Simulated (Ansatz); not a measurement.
**ZnS (P6_3mc)**

Method: DFT r2SCAN, scalar-relativistic, plane waves, PAW (Ansatz).

Cutoff 500 eV; k points 6×6×2 on the computed 12-atom cell (Γ-centred); Gaussian smearing, width 0.02 eV; no spin polarisation.

The structure is relaxed at this level of theory with its symmetry kept.

```
Zn S
1.0
     3.80950    0.00000    0.00000
    -1.90475    3.29912    0.00000
     0.00000    0.00000   18.68847
Zn S
6 6
Direct
  0.00000 0.00000 0.00003
  0.00000 0.00000 0.50003
  0.33333 0.66667 0.16681
  0.66667 0.33333 0.66681
  0.66667 0.33333 0.33326
  0.33333 0.66667 0.83326
  0.00000 0.00000 0.12511
  0.00000 0.00000 0.62511
  0.33333 0.66667 0.29165
  0.66667 0.33333 0.79165
  0.66667 0.33333 0.45813
  0.33333 0.66667 0.95813
```

(1) Formation energy from the elements' standard states (uncorrected)?

(2) Generalised Kohn–Sham band gap?

(3) Löwdin character of the top 1 eV of the valence band?

(4) Löwdin character of the lowest 1 eV of the conduction band?

(5) Electron masses at the edge by Cartesian direction of the standard setting (m_e; degenerate bands sorted by energy; no spin-orbit coupling)?

(6) Hole masses at the edge by Cartesian direction of the standard setting (m_e; degenerate bands sorted by energy; no spin-orbit coupling)?

(7) Bulk modulus?

(8) Its pressure derivative?

(9) Electronic dielectric constant xx, yy, zz of the standard setting (independent particles)?

Results:

(1) -0.981 eV/atom.

(2) 2.73 eV, direct at Γ.

(3) S 3p 87 %, Zn 3d 9 %.

(4) Zn 4s 56 %, S 3s 26 %, S 3p 13 %, unprojected 5 %.

(5) x: 0.20; y: 0.20; z: 0.19.

(6) x: 1.6, 0.19, 1.4; y: 1.6, 0.19, 1.4; z: 1.5, 1.5, 0.16.

(7) 78 GPa.

(8) 4.3.

(9) 5.6, 5.6, 5.6.

Cost: 12 runs of about 25 core-minutes in all, on Intel Xeon 6975P-C (Granite Rapids) (shared hosts).